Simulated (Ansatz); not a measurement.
# Elastic constant C44 of rock-salt MgS at several levels of theory

No measured value is used here.

```json
[
 {"level (code)": "LDA (Ansatz)", "value (GPa)": "57.0", "cell (Å³/atom)": "16.87"},
 {"level (code)": "PBE (Ansatz)", "value (GPa)": "53.9", "cell (Å³/atom)": "17.88"},
 {"level (code)": "PBEsol (Ansatz)", "value (GPa)": "54.2", "cell (Å³/atom)": "17.39"},
 {"level (code)": "r²SCAN (Ansatz)", "value (GPa)": "60.3", "cell (Å³/atom)": "17.61"},
 {"level (code)": "B3LYP (VWN-RPA form) (Ansatz)", "value (GPa)": "59.2", "cell (Å³/atom)": "18.03"},
 {"level (code)": "LC-ωPBE (Ansatz)", "value (GPa)": "62.1", "cell (Å³/atom)": "17.23"},
 {"level (code)": "r²SCAN0 (Ansatz)", "value (GPa)": "62.1", "cell (Å³/atom)": "17.43"},
 {"level (code)": "Hartree–Fock (Ansatz)", "value (GPa)": "65.9", "cell (Å³/atom)": "18.45"}
]
```

Each level is taken at its own relaxed cell. Cutoffs and k meshes differ between the levels. Ansatz's density-functional and Hartree–Fock values are scalar-relativistic unless marked +SOC, with PAW data made under PBE.

Ansatz is a program for electronic structure.
